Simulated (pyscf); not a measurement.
Optimised with ωB97X-D3(BJ)/def2-SVP in PySCF. Correlated levels are frozen-core, on RHF or UHF. ΔMP2 is the change of the MP2 total energy from the triple- to the quadruple-zeta basis.

What is the homolytic dissociation enthalpy (298 K, CCSD(T)/def2-TZVPP + ΔMP2(QZVPP)) of the Ga–S bond of `[SH][GaH2]`, to SH• + GaH₂•?

Ga–S to SH• + GaH₂•: 379.6 kJ/mol. The radicals are drawn with the spin at the cut bond; how far it spreads was not checked. The CCSD(T) − MP2 part came from Ansatz, without density fitting, on the same reference. The frozen core leaves the outer d or s,p core shells of the metals and heavy elements correlated in the MP2 and CC values, and def2-TZVPP describes them poorly, which can shift differences by a few kcal/mol. Left out: the spin-orbit lowering of SH. Elements up to Kr have no core potential and no relativistic terms here.
